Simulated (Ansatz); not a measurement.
Input file:

```yaml
crystal:
  periodic: [false, false, false]
  atoms:
    - {symbol: Sc, position_ang: [0.000000, 0.000000, 0.000000]}
    - {symbol: B, position_ang: [0.000000, 0.000000, 1.746000]}
basis:
  gaussian: {orbitals: def2-SVPD}
correlation: {method: sc_nevpt2, electrons: valence, active_space: {window: {electrons: 4, orbitals: 4}}}
scf: {lower_state_search: off}
magnetization: {spin_polarized: true, initial_magnetization: 2}
```

```sh
$ ansatz run in.yaml --threads 1 --pin off --events-out ev --progress --plain --max-ram 2393MiB
```

**Question.** How does this run end?

**Answer.** Refused. The input was made wrong on purpose (active space on unrestricted orbitals), so the run isn't a sound calculation of what was asked.
```
Error: invalid value for `correlation.active_space`: it starts from restricted Hartree–Fock orbitals; set hamiltonian.xc: hf without magnetization.spin_polarized
```
